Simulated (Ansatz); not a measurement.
# C2H4 (singlet): from Hartree-Fock to the top rungs at a displaced geometry (v2), cc-pVDZ

The task here is to estimate one member of a computed series from the others.

The runs use Ansatz 0.2.0, Gaussian basis; cc-pVDZ, core rule «outside noble gas», up to 2 orbitals frozen.

Plan: UHF; CCSD(T) on RHF; BCCD(T) on RHF; CISD; CCSDT(Q) on RHF; CASSCF and MRCISD+Q, 8 electrons in 8 orbitals; CASSCF and NEVPT2, 8 electrons in 8 orbitals.

9 further runs of the same task are left out: 1 for a mislabelled method, 4 that didn't finish, 4 set aside as unsound or not needed.

## What is computed

The geometry is a PBE0/def2-TZVP stationary point (not a proven minimum) with its atoms shifted at random (size 0.100 Å).

6 atoms, charge 0, spin multiplicity 1.

Atoms are counted from 1 here; the program's logs count them from 0.

Bond lengths: C1–C2 1.322 Å, C1–H3 1.070 Å, C1–H4 1.164 Å, C2–H5 1.053 Å, C2–H6 1.212 Å. Angles: C2–C1–H3 121.0°, C2–C1–H4 120.6°, H3–C1–H4 116.8°, C1–C2–H5 128.5°, C1–C2–H6 120.1°, H5–C2–H6 107.7°.

Set-up of the first run:

The input, in.yaml:

```yaml
crystal:
  periodic: [false, false, false]
  atoms:
    - {symbol: C, position_ang: [0.076923, 0.006476, 0.660782]}
    - {symbol: C, position_ang: [-0.087951, 0.014849, -0.650600]}
    - {symbol: H, position_ang: [-0.011331, 0.905606, 1.233682]}
    - {symbol: H, position_ang: [0.071778, -0.996024, 1.251896]}
    - {symbol: H, position_ang: [-0.031281, 0.831203, -1.312936]}
    - {symbol: H, position_ang: [0.102249, -0.994894, -1.293969]}
basis:
  gaussian: {orbitals: cc-pVDZ}
magnetization: {spin_polarized: true, initial_magnetization: 0}
hamiltonian: {xc: hf}
output: {orbitals: {seedname: orbitals}}
```

Launch:

```console
> ansatz run in.yaml --threads 1 --pin off --events-out ev --progress --plain --max-ram 2176MiB
```

Among the steps run: UHF; CCSD(T) on RHF; BCCD(T) on RHF; CISD; CCSDT(Q) on RHF; CASSCF and MRCISD+Q, 8 electrons in 8 orbitals; CASSCF and NEVPT2, 8 electrons in 8 orbitals.

One table of the session follows, with a row left open; its other results are not shown here.

```
           method  from RCCSDT(Q) (kcal/mol)
              RHF                    +200.73
             RMP2                     +26.53
             CISD                     +23.44
            RCCSD                      +7.21
         RCCSD(T)                      +0.82
          BCCD(T)                      +0.82
           RCCSDT                      +0.41
        RCCSDT(Q)                          0
  CASSCF frontier                    +137.84
  MRCISD frontier                     +10.37
MRCISD+Q frontier                          ?
```

Q: Estimate the row for MRCISD+Q frontier from the others.

As computed: from RCCSDT(Q) (kcal/mol): +0.77. In the column «from RCCSDT(Q) (kcal/mol)» it lies between RCCSDT (+0.41) and RCCSD(T) (+0.82).

Not comparable, so not listed: CASSCF and NEVPT2, 8 electrons in 8 orbitals (they don't share determinant, frozen orbitals or solution with the rows shown, or repeat one).

Caveats from the session: Warnings in the runs' records: passed over end.
